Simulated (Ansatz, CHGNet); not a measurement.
For bcc W, the machine-learned potential CHGNet 0.3.0 (trained on PBE and PBE+U data) gives:

| Quantity | Result |
|---|---|
| equilibrium lattice constant a | 3.185 Å |
| elastic constant C11 | 268 GPa |
| elastic constant C44 | 55.4 GPa |
| polycrystal shear modulus | 50.7 GPa |

Problem. What does HSE06 (PAW; Ansatz, a first-principles code) give for the same quantities?

Solution. 
- lattice constant a: 3.163 Å (drops by 0.7 %)
- elastic constant C11: 575 GPa (rises by 110 %)
- elastic constant C44: 182 GPa (goes up by 230 %)
- Voigt–Reuss–Hill shear modulus: 181 GPa (grows by 260 %)

For comparison: lattice constant a 3.16 Å (measured, static lattice: zero-point anharmonic expansion removed; as tabulated in Mejia-Rodriguez and Trickey (2018), arXiv:1807.09216); elastic constant C11 533 GPa (measured, 0 K, extrapolated to 0 K; zero-point effects included; as tabulated in Wang et al. (2022), arXiv:2209.12322); elastic constant C44 163 GPa (measured, 0 K, extrapolated to 0 K; zero-point effects included; as tabulated in Wang et al. (2022), arXiv:2209.12322).

Changes are worked out from the printed values.

Unless a cell is named, each level is at its own relaxed cell (CHGNet 0.3.0 16.16, HSE06 15.82 Å³/atom).

Levels without +SOC leave out spin–orbit coupling, which shifts energies and cells of such heavy elements.

Caveats: hybrids on metals are sensitive to the k mesh (HSE06); shear constants of such metals converge slowly with the k mesh (HSE06). Ansatz's density-functional and Hartree–Fock values are scalar-relativistic unless marked +SOC, with PAW data made under PBE.
